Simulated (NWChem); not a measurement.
Species: CH5N anion, doublet; SMILES of the neutral closed-shell parent CN

```xyz
7

C      0.0000     0.6932    -0.0231
N      0.0003    -0.7718    -0.1219
H     -0.8886     1.1038    -0.5327
H      0.8907     1.1038    -0.5288
H     -0.0023     1.0761     1.0212
H     -0.8187    -1.1199     0.3950
H      0.8178    -1.1197     0.3974
```
Atoms are numbered in this order, from 1.

Results from NWChem. Spin-unrestricted. Structure relaxed at the B3LYP/def2-SVPD, spin-unrestricted level. This spin state was assumed; another may lie lower. No stability test was run on the SCF state. The gas-phase anion has a positive highest level at the geometry level, so the gas reference is doubtful. Level: PBE0/def2-SVPD with COSMO at NWChem's default radii, gas-phase geometry; rows give the dielectric constant. Reactions with the solvent are ignored.

| dielectric constant | electrostatic solvation energy (kcal/mol) |
|---|---|
| 3.9 | (withheld) |
| 4.8 | -38.7 |
| 11.7 | -45.3 |
| 25.0 | -47.8 |
| 37.5 | -48.5 |

Task: Some entries are withheld; supply them.

Result: 
- 3.9, electrostatic solvation energy (kcal/mol): -36.2
